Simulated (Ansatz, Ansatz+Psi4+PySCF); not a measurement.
```xyz
2

F     0.0000    0.0000   -1.0598
Cl    0.0000    0.0000    0.5493
```

Basis set: cc-pVTZ on F; cc-pV(T+d)Z on Cl (spherical functions). Correlated methods keep 6 orbitals frozen. Charge 0, multiplicity 1.

Computed with Ansatz (development build ahead of 0.2.0); each method stands on the lowest determinant of its kind that the runs found. Restricted open shells among the atoms or ions are ROHF, correlated in semicanonical orbitals with singles.

(1) Give the atomization energy at this shape (free ground-state atoms in the same class of orbitals less the molecule, no zero-point energy) of singlet ClF by RHF-CCSD(T), RHF-MP2, RHF.

## Answers

(1)

| method | atomization energy |
| --- | --- |
| RHF-CCSD(T) | 2.42 eV |
| RHF-MP2 | 2.64 eV |
| RHF | 0.62 eV |
